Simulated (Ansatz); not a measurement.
`C#C/C=C/F` + H₂ → `C=CF` + `C#C`  (hydrogenolysis of a C–C bond)

Computed with Ansatz on PBE0-D4/def2-TZVP structures; ΔE is electronic, products minus reactants. CCSD(T)/CBS adds triple-zeta CCSD(T) − MP2 to the extrapolated MP2 energy (def2 sets, frozen cores). This one scheme is used for every species. Functionals use def2-TZVPP.

```csv
level,ΔE (kJ/mol)
revPBE-D4,-8.4
revPBE,-18.9
```

(1) What does CCSD(T)/CBS give? (Best estimate.)

Largest T1 diagnostic among the species: 0.013.

## Answers

(1) Ansatz gave: -31.0 kJ/mol. The listed levels differ from it by 22.6, 12.1 kJ/mol.

In def2-TZVPP, CCSD(T) changes the Hartree–Fock value by +18.8 kJ/mol (the triples alone add +5.8 kJ/mol) and MP2 by +27.6 kJ/mol. From PBE to PBE0 (25 % exact exchange), in def2-TZVPP and without D4, ΔE moves by −6.8 kJ/mol.
